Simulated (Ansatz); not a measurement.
Scan of H2N, doublet: symmetric bend, bond length relaxed. Scanned: H-N-H angle. Other coordinates (N-H bond length) were minimised at PBE0/def2-TZVP.

Level of theory: CCSD(T) on UHF/aug-cc-pVQZ, frozen core (Ansatz, a first-principles code).

Scanned values (°): 180, 169.60, 161.60, 153.60, 145.60, 137.60, 129.60, 121.60, 113.60, 105.60, 97.60, 89.60, 81.60, 73.60, 65.60, 60.

Problem. At which scan points does the profile have its minima and maxima, and how high do they lie?

Solution. Lower than their neighbours: 105.60° (0.0 kJ/mol). Higher than their neighbours: 180° (139.8 kJ/mol, end of the scan), 60° (134.4 kJ/mol, end of the scan). The whole profile spans 139.8 kJ/mol.
